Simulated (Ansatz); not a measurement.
# CH₆B₂ (SMILES BBC): single points off equilibrium

An exercise on one series of results from a longer session: the logs are not shown, and one member is left open.

Program: Ansatz 0.2.0, Gaussian basis. Level of theory: single points in def2-TZVPP. These are calculated values, not measurements.

Cores are frozen in the correlated methods.

## Where the work starts

9 atoms, charge 0, spin multiplicity 1.

Atoms are counted from 1 here; the program's logs count them from 0.

Bond lengths: B1–B2 1.568 Å, B1–H4 1.112 Å, B1–H5 1.222 Å, B2–C3 1.581 Å, B2–H6 1.176 Å, C3–H7 1.051 Å, C3–H8 1.093 Å, C3–H9 1.040 Å. Angles: B2–B1–H4 125.7°, B2–B1–H5 121.4°, H4–B1–H5 112.7°, B1–B2–C3 123.6°, B1–B2–H6 122.9°, C3–B2–H6 113.5°, B2–C3–H7 110.9°, B2–C3–H8 112.8°, B2–C3–H9 113.0°, H7–C3–H8 105.0°, H7–C3–H9 107.2°, H8–C3–H9 107.4°.

As a file:

```
B    -0.6242    0.7637   -1.1919
B    -0.2995    0.4169    0.3026
C     0.6064   -0.8018    0.7409
H    -1.5211    0.4269   -1.7559
H     0.0712    1.5392   -1.8314
H    -0.7226    1.0362    1.2079
H     0.0351   -1.5368    1.2298
H     1.0636   -1.3168   -0.1075
H     1.3727   -0.5259    1.3879
```

The first run:

The input, run/in.yaml:

```yaml
crystal:
  periodic: [false, false, false]
  atoms:
    - {symbol: B, position_ang: [-0.624200, 0.763700, -1.191900]}
    - {symbol: B, position_ang: [-0.299500, 0.416900, 0.302600]}
    - {symbol: C, position_ang: [0.606400, -0.801800, 0.740900]}
    - {symbol: H, position_ang: [-1.521100, 0.426900, -1.755900]}
    - {symbol: H, position_ang: [0.071200, 1.539200, -1.831400]}
    - {symbol: H, position_ang: [-0.722600, 1.036200, 1.207900]}
    - {symbol: H, position_ang: [0.035100, -1.536800, 1.229800]}
    - {symbol: H, position_ang: [1.063600, -1.316800, -0.107500]}
    - {symbol: H, position_ang: [1.372700, -0.525900, 1.387900]}
basis:
  gaussian: {orbitals: def2-TZVPP}
correlation: {method: ccsd_t}
output: {forces: true}
```

No record of the launch command was kept for these runs.

Among the steps run: CCSD(T)/def2-TZVPP; PBE0-D4/def2-TZVPP; wB97M-V/def2-TZVPP; r2SCAN-D4/def2-TZVPP; PBE-D4/def2-TZVPP; HSE06-D4/def2-TZVPP; revPBE-D4/def2-TZVPP.

One of the session's tables, all rows but one given; the rest of the session is left out.

```
   method  RMS force component (eV/Å)  angle to CCSD(T) forces (°)  dipole (D)
  CCSD(T)                       1.075                    reference        0.56
  PBE0-D4                       1.057                          7.9        0.64
  wB97M-V                           ?                            ?           ?
r2SCAN-D4                       1.032                          9.6        0.68
   PBE-D4                       1.076                         14.3        0.71
 HSE06-D4                       1.057                          8.0        0.64
revPBE-D4                       1.082                         12.8        0.71
```

Estimate the missing values for wB97M-V.

As computed: RMS force component (eV/Å): 1.030; angle to CCSD(T) forces (°): 5.1; dipole (D): 0.61. In the column «RMS force component (eV/Å)» it is the lowest.
